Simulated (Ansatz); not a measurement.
C$_{3}$H$_{5}$N (`NC1=CC1`). Charge 0, multiplicity 1. All single points use the PBE0-D4/def2-TZVP geometry. It is one conformer, not always the lowest.

```xyz
9

N     0.582   -1.008    1.063
C     0.074   -0.276    0.048
C    -0.366   -0.135   -1.162
C    -0.196    1.124   -0.349
H     0.438   -2.004    1.032
H     0.527   -0.603    1.982
H    -0.629   -0.535   -2.123
H    -1.073    1.638    0.057
H     0.643    1.798   -0.548
```

**Question.** What is the dipole moment at B3LYP/def2-TZVPP? (Best estimate.)

**Answer.** Ansatz gave: 2.05 D, with components (-0.08, -1.33, 1.56) D in this frame, pointing from negative to positive charge.

**Question.** And with PBE, r2SCAN, ωB97M-V? (Best estimate.)

**Answer.** The calculation gave: PBE 2.12 D, r2SCAN 2.13 D, ωB97M-V 2.03 D.

**Question.** Give the Mulliken charges with B3LYP, r2SCAN, ωB97M-V in def2-TZVPP. (Best estimate.)

**Answer.** Computed: 
```csv
atom,B3LYP,r2SCAN,ωB97M-V
N1,-0.29,-0.35,-0.27
C2,0.11,0.18,0.12
C3,-0.25,-0.28,-0.23
C4,-0.21,-0.12,-0.24
H5,0.16,0.18,0.14
H6,0.17,0.18,0.14
H7,0.17,0.14,0.16
H8,0.07,0.04,0.08
H9,0.07,0.04,0.08
```

B3LYP here is the variant with VWN-RPA as its local correlation; programs differ in this.
